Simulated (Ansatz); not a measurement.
## CsCl-type TlBr

Method: PBE-D4 in Ansatz (plane waves, PAW).

Run with plane-wave cutoff 500 eV, 8×8×8 k mesh, gaussian smearing 0.02 eV, scalar-relativistic PAW data made under PBE.

Cell: relaxed at this level.

- equilibrium volume per atom = 35.21 Å³/atom
- equilibrium lattice constant a = 4.130 Å
- band gap = 2.12 eV (on the SCF k mesh)

Measured, for comparison: band gap 2.68 eV (temperature not stated, no zero-point or thermal correction, detector crystals, literature values; as tabulated in Piasecki et al. (2022), doi:10.1039/d1ma01259b); equilibrium volume per atom 31.62 Å³/atom, lattice constant a 3.984 Å (temperature not stated, no zero-point or thermal correction; as tabulated in Du and Singh (2010), arXiv:1001.5458). Computed (rounded) less measured: equilibrium volume per atom +11.4 %, lattice constant a +3.7 %.

Note: a distance lies near a switch of the dispersion term, which can move the cell.

Spin–orbit coupling is not included; with these elements it can move the gap by several tenths of an eV or more.

Computed values are for the static lattice.

Ansatz is a quantum-chemistry and plane-wave program.
